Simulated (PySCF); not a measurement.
**Single point on LiB⁺**

State: ²Σ⁺ (doublet), unpaired electrons σ ↑.

An equivalent input (the run itself took its basis sets from the Basis Set Exchange, started from a PBE0 density and held the occupation σ 4α 3β):

```python
from pyscf import gto, scf, cc
mol = gto.M(atom='Li 0 0 0; B 0 0 2.513', basis={'Li': 'cc-pVDZ', 'B': 'cc-pVDZ'},
            charge=1, spin=1, verbose=4, symmetry='C2v')
mf = scf.UHF(mol)
mf.irrep_nelec = {'A1': (4, 3)}
mf.conv_tol = 1e-9
mf.max_cycle = 60
mf.diis_space = 10
mf.kernel()
mycc = cc.CCSD(mf, frozen=[[0], [0]])
mycc.run(conv_tol=1e-7, conv_tol_normt=1e-5, max_cycle=80, diis_space=8)
et = mycc.ccsd_t()
```

The SCF ended at -31.79650437 hartree. The coupled-cluster part of the log:

```
******** <class 'pyscf.cc.uccsd.UCCSD'> ********
CC2 = 0
CCSD nocc = (3, 2), nmo = (27, 27)
frozen orbitals [[0], [0]]
max_cycle = 80
direct = 0
conv_tol = 1e-07
conv_tol_normt = 1e-05
diis_space = 8
diis_start_cycle = 0
diis_start_energy_diff = 1e+09
Init t2, MP2 energy = -0.0355033246490691
Init E_corr(UCCSD) = -0.0355033246494215
cycle = 1  E_corr(UCCSD) = -0.0475238116378559  dE = -0.012020487  norm(t1,t2) = 0.0604671
cycle = 2  E_corr(UCCSD) = -0.0522350453975688  dE = -0.00471123376  norm(t1,t2) = 0.0302245
cycle = 3  E_corr(UCCSD) = -0.0566101955201157  dE = -0.00437515012  norm(t1,t2) = 0.0170582
cycle = 4  E_corr(UCCSD) = -0.0566497667267106  dE = -3.95712066e-05  norm(t1,t2) = 0.00475235
cycle = 5  E_corr(UCCSD) = -0.0567886718192587  dE = -0.000138905093  norm(t1,t2) = 0.00169434
cycle = 6  E_corr(UCCSD) = -0.0567603540476676  dE = 2.83177716e-05  norm(t1,t2) = 0.000494752
cycle = 7  E_corr(UCCSD) = -0.0567503183623543  dE = 1.00356853e-05  norm(t1,t2) = 0.000193538
cycle = 8  E_corr(UCCSD) = -0.0567620030016721  dE = -1.16846393e-05  norm(t1,t2) = 6.56726e-05
cycle = 9  E_corr(UCCSD) = -0.0567594837666292  dE = 2.51923504e-06  norm(t1,t2) = 2.32594e-05
cycle = 10  E_corr(UCCSD) = -0.0567586886675301  dE = 7.95099099e-07  norm(t1,t2) = 7.10741e-06
cycle = 11  E_corr(UCCSD) = -0.0567586594036518  dE = 2.92638783e-08  norm(t1,t2) = 2.08192e-06
UCCSD converged
E(UCCSD) = -31.8532630310599  E_corr = -0.0567586594036518
UCCSD(T) correction = -0.00081563300099251
```

T1 diagnostic 0.016, D1 0.037, 5 electrons correlated.

Repeating this along the bond gives Re = 2.536 Å and ωe = 315 cm⁻¹.

A point of this curve took 0.32 CPU seconds beside 0.018 for the integrals (shared host).

Correlated steps freeze 1 core orbital. The state is the lowest determinant that a PBE0 search found; another state may lie lower at other levels.
